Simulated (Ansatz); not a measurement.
`CCSC` + H₂S → `CSCS` + CH₄ at 700 K and 1 bar (substitution at a C–C bond).

Gas-phase electronic energies from Ansatz, PBE0-D4/def2-TZVP geometries. CCSD(T)/CBS is the MP2 limit (def2-TZVPP, def2-QZVPP) plus CCSD(T) − MP2 in def2-TZVPP, frozen cores. This one scheme is used for every species. One conformer a species, not always the lowest.

```
species  CCSD(T)/CBS energy (Eh)  H − E (kJ/mol)  S (J/(mol·K))
 `CCSC`               -516.75014           346.2          429.1
    H₂S               -398.97279            64.8          236.9
 `CSCS`               -875.26018           268.2          430.0
    CH₄                -40.46206           145.9          224.0
```

H − E and S are ideal-gas, rigid-rotor, harmonic terms from PBE0-D4/def2-TZVP, for one conformer and one mirror image of each species. 1 Eh = 2625.50 kJ/mol, R = 8.31446 J/(mol·K).

Task: By hand: ΔE, ΔH, ΔS and ΔG.

Result: ΔE = (-875.26018) + (-40.46206) − (-516.75014) − (-398.97279) = 0.00069 Eh = 1.8 kJ/mol. Δ(H − E) = 268.2 + 145.9 − 346.2 − 64.8 = 3.1, so ΔH = 4.9 kJ/mol. ΔS = 430.0 + 224.0 − 429.1 − 236.9 = -12.0 J/(mol·K). ΔG = 4.9 − 700 × (-12.0)/1000 = 13.3 kJ/mol.

Task: By hand: the equilibrium constant, and the temperature at which ΔG would vanish if ΔH and ΔS stayed fixed.

Result: log₁₀ K = −ΔG/(RT ln 10) = -1.0. ΔH and −TΔS have one sign here, so there is no such temperature.

TΔS isn't small against ΔH here. A doubt of 5 kJ/mol in ΔE shifts log₁₀ K by 0.4 here. Other conformers and mirror images would add mixing entropy, several J/(mol·K) or more a flexible species. These are equilibria of isolated gas molecules and say nothing of rates. Largest T1 diagnostic: 0.011 (customary marks: 0.02 for closed shells, 0.045 for open ones).

ΔS is within the doubt of such terms, so its sign, and with it that verdict, could turn.
